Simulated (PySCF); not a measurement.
Gas-phase reaction: 2 B(OH)3 + B2H6 = 2 B2O3 + 6 H2

Computed with PySCF and rigid-rotor harmonic-oscillator thermochemistry at 1 bar. † marks an energy on the PBE0/def2-TZVP geometry and frequencies; other levels use their own. MP2 and CCSD(T) freeze the core. 6-31G* has spherical d functions here. All species are closed-shell singlets. B3LYP is the form with VWN-RPA correlation. MP2 isn't extrapolated to the basis-set limit. CCSD(T) isn't extrapolated to the basis-set limit.

```csv
level,"ΔH°(298 K), kJ"
B3LYP/6-31G*,166
B3LYP/def2-TZVP†,232
CCSD(T)/def2-TZVPP†,(withheld)
HF/def2-TZVP†,(withheld)
MP2/def2-TZVPP†,283
PBE/def2-TZVP†,(withheld)
r2SCAN/def2-TZVP†,306
```

Question: What belongs in the gaps?

Answer: 
- CCSD(T)/def2-TZVPP†, ΔH°(298 K), kJ: 317
- HF/def2-TZVP†, ΔH°(298 K), kJ: 297
- PBE/def2-TZVP†, ΔH°(298 K), kJ: 281
